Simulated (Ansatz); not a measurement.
Process, species as SMILES: O=C=C → 2 C atom + 2 H atom + O atom
B3LYP-D3(BJ)/def2-TZVP geometries, fixed; electronic energies without zero-point terms.

How fast the atomisation energy converges with the basis for several methods (Ansatz, an electronic-structure program): deviation from each method's own reference, in kcal/mol. References: B3LYP 534.50 kcal/mol, the value in aug-pcseg-3; CCSD(T) 530.97 kcal/mol, Hartree-Fock in aug-cc-pVQZ plus the correlation part extrapolated as X^-3 from aug-cc-pVTZ and aug-cc-pVQZ; HF 372.72 kcal/mol, the value in aug-pcseg-3; MP2 549.90 kcal/mol, Hartree-Fock in aug-cc-pVQZ plus the correlation part extrapolated as X^-3 from aug-cc-pVTZ and aug-cc-pVQZ; PBE 558.32 kcal/mol, the value in aug-pcseg-3; wB97M-V 536.11 kcal/mol, the value in aug-pcseg-3. Cartesian d functions, on some or all atoms, in 6-31G**; all else is spherical. In correlated methods cores are frozen. Open shells are unrestricted. No added dispersion term, no relativity. Functionals ending in -V hold VV10 correlation. 

```csv
basis,functions,B3LYP,CCSD(T),HF,MP2,PBE,wB97M-V
pcseg-1,52,-8.52,-34.82,-6.59,-37.02,-6.81,-7.75
6-31G**,55,-2.39,-32.31,-4.97,-35.44,0.17,2.05
aug-cc-pVDZ,87,-10.82,-39.78,-10.20,-38.77,-9.39,-8.68
pcseg-2,118,-0.46,-11.81,-0.68,-12.80,-0.10,-0.26
aug-pcseg-2,184,-0.20,-10.26,-0.19,-10.77,-0.05,0.06
aug-cc-pVTZ,184,-1.55,-12.28,-2.23,-12.57,-1.27,-1.78
pcseg-3,246,-0.02,-4.09,-0.03,-3.98,-0.01,-0.02
def2-QZVPPD,258,-0.51,-5.70,-1.28,-5.88,-0.45,-0.67
```

Mean absolute deviation over pcseg-2, aug-pcseg-2, aug-cc-pVTZ: PBE 0.47, wB97M-V 0.70, B3LYP 0.74, HF 1.03, CCSD(T) 11.45, MP2 12.05 kcal/mol.
